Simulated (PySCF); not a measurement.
## 1-pentene: calculation and literature

Cartesian coordinates in Å; atom numbers follow the order of the lines, from 1:
```xyz
15

C     2.4913    0.9001    0.3278
C     1.6326   -0.0479   -0.0498
C     0.2688   -0.2630    0.5246
C    -0.8509   -0.1118   -0.5055
C    -2.2345   -0.3533    0.0760
H     2.2446    1.6054    1.1286
H     3.4717    1.0071   -0.1440
H     1.9239   -0.7310   -0.8594
H     0.1026    0.4373    1.3611
H     0.2138   -1.2801    0.9564
H    -0.7964    0.8994   -0.9439
H    -0.6708   -0.8108   -1.3413
H    -2.4537    0.3540    0.8921
H    -3.0204   -0.2358   -0.6854
H    -2.3220   -1.3703    0.4914
```

Computational details: PBE0-D3(BJ)/def2-SVP geometry, PBE0/pcSseg-1 with gauge-including orbitals, in PySCF 2.14 (one conformer, relativity neglected, isolated molecule, rapidly exchanging positions averaged).

Reference values: measured (solution, not stated per compound (mostly CDCl3 or CCl4); Pretsch, Buehlmann, Badertscher, Structure Determination of Organic Compounds, 4th ed. (2009)).
```json
{"atoms": "C3", "quantity": "δ 13C", "reference": "36.2", "computed": "41.6", "computed, scaled": "39.7"}
{"atoms": "C4", "quantity": "δ 13C", "reference": "22.4", "computed": "27.1", "computed, scaled": "25.6"}
{"atoms": "C5", "quantity": "δ 13C", "reference": "13.6", "computed": "16.6", "computed, scaled": "15.4"}
{"atoms": "H9/H10", "quantity": "δ 1H", "reference": "2.02", "computed": "1.88", "computed, scaled": "2.00"}
{"atoms": "H11/H12", "quantity": "δ 1H", "reference": "1.43", "computed": "1.22", "computed, scaled": "1.37"}
{"atoms": "H13/H14/H15", "quantity": "δ 1H", "reference": "0.91", "computed": "1.01", "computed, scaled": "1.17"}
```

Computed shifts are σ(ref) − σ with the named reference compound (TMS for H and C) calculated as an isolated molecule at the same level. The measured values may be among those fitted. Empirical linear scaling, fitted to shifts measured mostly in CDCl3 for H and C (δ vs TMS): 13C (scatter 2.0 ppm rms, 2.2 ppm with the 3 outliers that the fit left out); 1H (scatter 0.21 ppm rms). A few per cent of atoms miss by over 2 rms, more outside the fitted compound classes.

Problem. How far are the unscaled 13C shifts from the references?

Solution. Mean signed difference +4.37 ppm, mean absolute 4.37 ppm over 3 comparisons; the largest is +5.4 ppm at C3 (allylic sp3 CH2).

Problem. How far are the unscaled 1H shifts from the references?

Solution. Mean signed difference -0.08 ppm, mean absolute 0.15 ppm over 3 comparisons; the largest is -0.21 ppm at H11/H12 (hydrogen on an sp3 CH2).
